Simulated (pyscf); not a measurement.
PySCF, gas phase, ωB97X-D3(BJ)/def2-SVP geometries.

### Question
Estimate by transition-state theory the rate constant of HO–BH–OH + hydrogen (H₂) → H₂B–OH + water (H₂O) (singlet surface; B–O, H–H broken, B–H, H–O formed) at 1200 K, with ωB97M-D3(BJ)/def2-TZVP energies (ideal gas, 1 atm, RRHO with modes under 100 cm⁻¹ raised to 100, one conformer, R ln 2 for chiral ones without a mode under 150 cm⁻¹; no tunnelling).

### Answer
The electronic barrier is 51.4 kcal/mol and the thermal terms add +35.6, so ΔG‡ = 86.9 kcal/mol. With k_BT/h = 2.50e+13 s⁻¹ and RT = 2.385 kcal/mol, and a volume of 1.64e-19 cm³ per molecule at 1 atm, k = 6.0e-22 cm³ molecule⁻¹ s⁻¹. Wigner's tunnelling factor for 1442i cm⁻¹ would be 1.12. A shift of 1 kcal/mol in the barrier changes k by a factor 1.5. At the saddle there is also a short B–H contact that neither side keeps. One saddle was located; it need not be the lowest between these sides.
